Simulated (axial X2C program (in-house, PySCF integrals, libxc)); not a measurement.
# PN: computed against measured constants

All values were computed with an in-house relativistic program for diatomic molecules. Spin-free means the one-electron spin-free X2C Hamiltonian; two-component (2c) means X2C with spin–orbit coupling and atomic mean-field two-electron Coulomb and Gaunt terms, so the difference of the two also holds small scalar two-electron terms. Basis: P dyall-v3z [8s7p2d1f], N dyall-av3z [7s7p3d2f] (cores contracted in-house); Gaussian nuclei, density fitting, unrestricted open shells. Masses: P 30.974 u, N 14.003 u.

| Hamiltonian | level | Re (Å) | ωe (cm⁻¹) | ωexe (cm⁻¹) | De (eV) |
| --- | --- | --- | --- | --- | --- |
| spin-free | PBE0 | 1.485 | 1421.7 | 5.63 | 5.87 |
| spin-free | HF | 1.453 | 1583.8 | 5.05 | 1.64 |
| spin-free | MP2 | 1.529 | 1174.4 | 10.2 | 6.36 |
| spin-free | CCSD | 1.494 | 1377.8 | 6.02 | 5.39 |
| spin-free | CCSD(T) | 1.508 | 1313.7 | 6.62 | 5.85 |
| spin-free | r2SCAN | 1.492 | 1383.8 | 5.74 | 5.89 |
| 2c | PBE0 | 1.485 | 1421.5 | 5.63 | 5.87 |
| 2c | r2SCAN | 1.492 | 1383.6 | 5.75 | 5.89 |

De refers to P + N.

Correlated methods: 10 electrons correlated (number of frozen shells: P 2 s, 1 p; N 1 s), 168 virtual spin orbitals or spinors in MP2, 88 natural virtuals in coupled cluster.

Measured (Huber and Herzberg, Constants of Diatomic Molecules, 1979; state 1Σ+): Re (Å) 1.49087, ωe (cm⁻¹) 1337.24, ωexe (cm⁻¹) 6.983.

Q: Work out the error of each level, computed minus measured.

A: 

```tsv
Hamiltonian	level	Re (Å)	ωe (cm⁻¹)	ωexe (cm⁻¹)
spin-free	PBE0	-0.006	84.5	-1.35
spin-free	HF	-0.038	246.6	-1.93
spin-free	MP2	0.038	-162.8	3.22
spin-free	CCSD	0.003	40.6	-0.96
spin-free	CCSD(T)	0.017	-23.5	-0.36
spin-free	r2SCAN	0.001	46.6	-1.24
2c	PBE0	-0.006	84.3	-1.35
2c	r2SCAN	0.001	46.4	-1.23
```

One determinant describes the state; a PBE0 search over occupations chose it and may have missed a lower one. The closed shell is kept restricted, so the energy runs too high when the bond is stretched far. Dissociation energies refer to the lowest single-determinant-based atoms at the same level and basis. Coupled cluster ran in a truncated set of natural virtual spinors; the MP2 energy of the rest was added. (T) has no such correction and the atoms are truncated less, which lowers De at CCSD(T) by a hundredth of an eV or more.
